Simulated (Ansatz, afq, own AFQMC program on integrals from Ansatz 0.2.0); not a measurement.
AFQMC on a folder of integrals that Ansatz 0.2.0 wrote.

```yaml
crystal:
  periodic: [false, false, false]
  atoms:
    - {symbol: F, position_ang: [-1.747250, 0.435100, -2.028290]}
basis:
  gaussian: {orbitals: def2-SVP}
magnetization: {spin_polarized: true, initial_magnetization: 1}
correlation: {method: ccsd_t, electrons: outside_noble_gas, hamiltonian_folder: ham}
```

```sh
$ ansatz run in.yaml --threads 1 --pin off --events-out ev --progress --plain --max-ram 24576MiB --backend cuda --devices 0, --max-vram 18GiB
```

afq runs on the folder ham with

```
--method free --trial cisd --walkers 4000 --time-step 0.03 --max-blocks 4000 --target-error 0.00019 --factor-cut 1e-05 --seed 2734 --times 0,0.3,0.6,1.2,1.8,2.4,3.6,4.8,6 --taylor-order 8
```

Times are imaginary, in 1/Eh. The walk had a cap of 61 s.

Log:

```
orbitals 13  electrons 4 3  factors 70 of 71
reference energy -99.28405121 Eh
CCSD correlation -0.14974955 Eh in 7 cycles, weight of the determinant in the CISD state 0.9705
repeat  energy at the last time / Eh  error
    10  -99.434856  0.000068
    20  -99.434930  0.000063
    30  -99.434947  0.000050
time / (1/Eh)  energy / Eh  error  mean overlap
  0.00  -99.433806  0.000008  1.0305
  0.30  -99.434819  0.000013  1.0297
  0.60  -99.434904  0.000015  1.0291
  1.20  -99.434956  0.000013  1.0289
  1.80  -99.434930  0.000023  1.0262
  2.40  -99.434948  0.000018  1.0259
  3.60  -99.434942  0.000025  1.0230
  4.80  -99.434974  0.000035  1.0191
  6.00  -99.434950  0.000049  1.0216
energy -99.434950 +/- 0.000049 Eh
```

The run passed its tests (error under three times the target), which doesn't prove that it has relaxed.

Against this walk (error 1.3 meV) on the same determinant: CCSD(T) 6.4 meV higher, CCSDT(Q) 1.1 meV higher (within the noise), CCSDTQ 0.9 meV higher (within the noise), full CI (a separate run on its own orbitals, whose frozen core shifts it by up to a few meV) 1.6 meV higher (within the noise). The error is statistical, and a free projection of finite length keeps a remainder of its start.

Cautions: remainder of the start not in the error; full CI with its own frozen core.

The walk took 27 s on 2 threads of a server CPU with a shared H100 80 GB, shared host (the card was shared). The log's last line is the free-projection energy.

CCSDT and higher add their correlation energy to the determinant of the CCSD(T) run, since their own runs factorise the integrals more tightly (a shift of under 2 meV). A walk keeps the symmetry of its determinant, which the program's search chose and which needn't be the lowest solution, so a lower state of the same spin and another symmetry isn't excluded.
